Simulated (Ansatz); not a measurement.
Property card for CrAu4

Theory: DFT PBEsol, scalar-relativistic, plane waves, PAW (Ansatz 0.2.0).

Settings: cutoff 420 eV, Γ-centred mesh 10×10×10 on the computed 5-atom cell, Gaussian smearing of 0.10 eV; collinear spin from starting moments 3.72 0 0 0 0 μB.

The structure is relaxed at this level of theory with its symmetry kept. Whether it is the stable form of this composition wasn't checked.

The structure is tetragonal, space group I4/m (No. 87). The conventional cell has a = 6.405 Å, b = 6.405 Å, c = 4.009 Å, α = 90.00°, β = 90.00°, γ = 90.00°. Cr (site symmetry 4/m) has 12 Au at 2.84 to 2.86 Å as nearest neighbours. Au (site symmetry m) is surrounded by 9 Au at 2.82 to 2.92 Å and 3 Cr at 2.84 to 2.86 Å.

```json
{
  "Volume per atom": "16.45 Å³",
  "Formation energy from the elements' standard states (uncorrected)": "+0.060 eV/atom",
  "Kohn–Sham band gap": "none (metal)",
  "Density of states at the Fermi level": "2.49 states/eV per cell",
  "Löwdin character within 0.5 eV of the Fermi level": "Cr 3d 57 %, Au 5d 17 %, Au 6s 11 %, unprojected 10 %",
  "Bulk modulus": "159 GPa",
  "Its pressure derivative": "5.7",
  "Bader charges (e)": "Cr (1 in the cell) 1.01, Au (4 in the cell) -0.25",
  "Total moment": "3.61 μB per cell",
  "Site moments (μB; atoms counted from 1 over the whole cell)": "Cr (atom 1) 3.38"
}
```

Spin-orbit coupling is left out, which matters for the bands of heavy elements.

Only this magnetic start was tried.

Cost: 7 runs of about 40 core-minutes in all, on Intel Xeon Platinum 8259CL (Skylake/Cascade Lake) (shared hosts).